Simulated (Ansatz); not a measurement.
## BNH2Cl (SMILES N[B]Cl): methods side by side

BNH2Cl: 5 atoms, total charge 0, spin state doublet. SMILES: `N[B]Cl`. Geometry: relaxed at PBE0-D4/def2-TZVP. This is one conformer, not always the lowest.

Quantity: the vertical ionisation energy (to the singlet cation), in eV. The values are calculated.

```
           level                   kind  program  value (eV)  less FCI/STO-3G
 U-revPBE/STO-3G                    GGA   Ansatz        6.53            +0.74
    UBLYP/STO-3G                    GGA   Ansatz        6.34            +0.55
     UPBE/STO-3G                    GGA   Ansatz        6.51            +0.72
 U-r2SCAN/STO-3G               meta-GGA   Ansatz        6.86            +1.07
    UPBE0/STO-3G          global hybrid   Ansatz        6.84            +1.05
 UBCCD(T)/STO-3G  coupled cluster or CI   Ansatz        5.80            +0.01
UCCSDT(Q)/STO-3G  coupled cluster or CI   Ansatz        5.78            -0.01
  UCCSDTQ/STO-3G  coupled cluster or CI   Ansatz        5.78            -0.01
      FCI/STO-3G     exact in the basis   Ansatz        5.79             0.00
```

FCI/STO-3G is exact within its basis and frozen core, so for wave-function methods in that basis the difference is their error; functionals converge differently with the basis, so for them it is only a difference. The values span 5.78 to 6.86 eV. All rows use very small basis sets, so even the best lies far from the true value.
